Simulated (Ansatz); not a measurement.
Input file:

```yaml
crystal:
  periodic: [false, false, false]
  atoms:
    - {symbol: Mo, position_ang: [0.000000, 0.000000, 0.000000]}
    - {symbol: N, position_ang: [0.000000, 0.000000, 1.833800]}
basis:
  gaussian: {orbitals: def2-SVP}
total_charge: 1
magnetization: {spin_polarized: false, initial_magnetization: 6}
correlation: {active_space: {ras: {orbitals: [2, 6, 32], electrons: 10, max_holes: 2, max_particles: 2}, fixed_orbitals: true}}
```

```sh
$ ansatz run in.yaml --threads 1 --pin off --events-out ev --progress --plain --max-ram 2393MiB
```

Log:

```
469 factors; integrals over basis functions are off by at most 1.3e-3 eV
mean field evaluation 1: about -3305.2872 eV, gradient 2.1e1 eV
mean field evaluation 2: about -3305.4271 eV, gradient 2.1e1 eV
mean field evaluation 4: about -3306.8050 eV, gradient 3.9e0 eV
mean field evaluation 8: about -3306.8845 eV, gradient 5.4e-1 eV
mean field evaluation 16: about -3306.8884 eV, gradient 2.2e-6 eV
mean field evaluation 32: about -3307.1050 eV, gradient 9.7e-2 eV
mean field evaluation 64: about -3306.3135 eV, gradient 2.5e-4 eV
mean field evaluation 96: about -3306.9728 eV, gradient 1.2e0 eV
mean field evaluation 128: about -3306.4103 eV, gradient 8.4e-1 eV
mean field evaluation 160: about -3306.8820 eV, gradient 2.1e-1 eV
mean field evaluation 192: about -3307.1049 eV, gradient 5.2e-2 eV
mean field evaluation 224: about -3307.0016 eV, gradient 1.0e0 eV
mean field evaluation 256: about -3306.9042 eV, gradient 1.5e-2 eV
mean field evaluation 288: about -3306.8263 eV, gradient 1.6e0 eV
mean field evaluation 320: about -3306.9043 eV, gradient 5.7e-5 eV
mean field -3307.10521160 eV, -121.5338748900 hartree, gradient 8.7e-9 eV, S^2 12.000000; 22 other end points of the search recorded, 0 dependent functions left out
reference -3307.10521160 eV, -121.5338748900 hartree; 13, 7 occupied and 32, 38 virtual orbitals, 469 factors
state -3311.96539675 eV, -121.7124833997 hartree
Total energy: -3311.96539675 eV, -121.7124833997 hartree
```

Ran on 1 thread of Arm Neoverse V1, shared host: 22 s wall, 0.1 GiB peak host memory.
